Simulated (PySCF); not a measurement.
Excitations are Tamm–Dancoff values on a coarser integration grid. The basis has no diffuse functions, so Rydberg states are missing or too high.

Species: C$_{2}$H$_{3}$Cl, SMILES `C=CCl` (charge 0, multiplicity 1).

Question: What S1 excitation (TDA), brightest of the four lowest singlets (TDA) and S1–T1 gap (TDA) does TPSSh-D3(BJ)/def2-TZVP // CAM-B3LYP-D3(BJ)/def2-TZVP (PySCF) give?

Answer: 
```
Property                                       Value
-------------------------------------------  -------
S1 excitation (TDA)                          6.84 eV
brightest of the four lowest singlets (TDA)  7.09 eV
S1–T1 gap (TDA)                              2.57 eV
```
